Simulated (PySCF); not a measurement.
**One molecule, a ladder of functionals, a line**

Molecule: ethyl propyl ether, C₅H₁₂O.

Geometry:
```tsv
atom	x (Å)	y (Å)	z (Å)
C1	-2.945	-0.447	-0.429
C2	-1.733	0.355	0.011
C3	-0.429	-0.382	-0.201
O4	0.630	0.420	0.228
C5	1.886	-0.174	0.081
C6	2.943	0.777	0.590
H7	-2.894	-0.702	-1.500
H8	-3.877	0.116	-0.270
H9	-3.031	-1.392	0.131
H10	-1.809	0.618	1.079
H11	-1.680	1.311	-0.536
H12	-0.310	-0.645	-1.275
H13	-0.440	-1.346	0.354
H14	1.928	-1.134	0.639
H15	2.073	-0.426	-0.985
H16	2.917	1.719	0.023
H17	3.946	0.336	0.489
H18	2.769	1.012	1.650
```

GIAO shieldings (ppm, equivalent atoms averaged) in PySCF on the PBE0-D3(BJ)/def2-SVP geometry, basis pcSseg-1, gas phase, non-relativistic:

```tsv
functional	exact exchange (%)	σ(C3)	σ(C5)	σ(O4)
BLYP	0	94.2	102.4	254.5
BP86	0	100.4	108.3	264.3
PBE	0	100.5	108.6	261.8
B3LYP	20	101.2	109.1	269.6
PBE0	25	108.6	116.2	279.1
BHandHLYP	50	109.9	117.3	286.8
HF	100	123.5	130.1	310.1
```

Question: Fit each shielding as a line in the percentage of exact exchange.

Answer: σ(C3) = 98.5 + 0.25 x (rms 2.6 ppm); σ(C5) = 106.6 + 0.23 x (rms 2.5 ppm); σ(O4) = 261.2 + 0.50 x (rms 3.5 ppm). The functionals also differ in their semilocal parts, which the line can't hold; Hartree–Fock has no correlation at all.

Question: What does the line predict for mPW1PW91 (25 %), and what does the run give?

Answer: σ(C3): 104.8 predicted, 108.0 computed; σ(C5): 112.3 predicted, 115.4 computed; σ(O4): 273.7 predicted, 279.1 computed ppm.
